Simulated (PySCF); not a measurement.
## Heteronuclear NMR

Geometry:
| atom | x (Å) | y (Å) | z (Å) |
| --- | --- | --- | --- |
| C1 | -0.589 | -0.098 | -0.014 |
| C2 | 0.853 | 0.229 | -0.203 |
| O3 | 1.336 | 1.290 | -0.382 |
| Cl4 | 1.883 | -1.236 | -0.132 |
| H5 | -1.177 | 0.817 | -0.064 |
| H6 | -0.726 | -0.590 | 0.950 |
| H7 | -0.906 | -0.800 | -0.787 |

PySCF 2.14 calculation with PBE0-D3(BJ)/def2-TZVP structure and NMR shieldings at B97-2/pcSseg-2/GIAO; relativity neglected, rapidly exchanging positions averaged, single conformer, isolated molecule.

Q: What are the 17O shifts?

A: 
```
atoms      environment  σ (ppm)  δ (ppm)
   O3  carbonyl oxygen   -245.0    506.0
```

Shieldings were converted by a linear fit to measured shifts: 17O (scatter 12.2 ppm rms vs liquid water, solution or neat liquid). A few per cent of atoms miss by over 2 rms, more outside the fitted compound classes.

On a 400 MHz spectrometer 17O resonates near 54.2 MHz, so 1 ppm is 54.2 Hz.
